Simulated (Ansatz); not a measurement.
A made-up structure of CH₃OSi, doublet:

```json
{"atom": "O1", "x (Å)": "-0.3653", "y (Å)": "-1.2873", "z (Å)": "1.0314"}
{"atom": "C2", "x (Å)": "-0.2965", "y (Å)": "-0.7251", "z (Å)": "-0.0447"}
{"atom": "Si3", "x (Å)": "-0.0773", "y (Å)": "0.8072", "z (Å)": "0.0171"}
{"atom": "H4", "x (Å)": "-0.3952", "y (Å)": "-1.0936", "z (Å)": "-1.1312"}
{"atom": "H5", "x (Å)": "0.6399", "y (Å)": "1.1724", "z (Å)": "-1.2784"}
{"atom": "H6", "x (Å)": "0.4944", "y (Å)": "1.1264", "z (Å)": "1.4059"}
```

It is relaxed with PBE-D4/def2-SVP and then PBE0-D4/def2-TZVP (Ansatz 0.2.0). Atoms count as bonded within 1.22 times the sum of their covalent radii (H–H: 0.88 Å). The end point is not checked to be a true minimum.

Question: Does its bonding change? (A judgement: the text doesn't fix the answer.)

Answer: By the calculation: No: no bond forms or breaks.

Where it ends: The first stage lowers the energy by 2.14 eV in 10 steps. It ends as CH₃OSi ([O][CH][SiH2]):
```csv
atom,x (Å),y (Å),z (Å)
O1,-0.4741,-1.5768,0.9474
C2,-0.3562,-0.8989,-0.0455
Si3,0.0045,0.9599,0.0205
H4,-0.4901,-1.3533,-1.0541
H5,0.7276,1.4632,-1.1769
H6,0.5882,1.4060,1.3086
```

Labels in which every atom is bracketed show which atoms are joined, not bond orders.

For scale, one of the runs: PBE0-D4/def2-TZVP relaxation, 117 basis functions, launched by `ansatz run in.yaml --threads 2 --pin off --events-out ev --progress --plain --max-ram 4352MiB`. Hardware: 2 CPU threads of an Arm Neoverse V2, shared host. Wall time about 28 s.
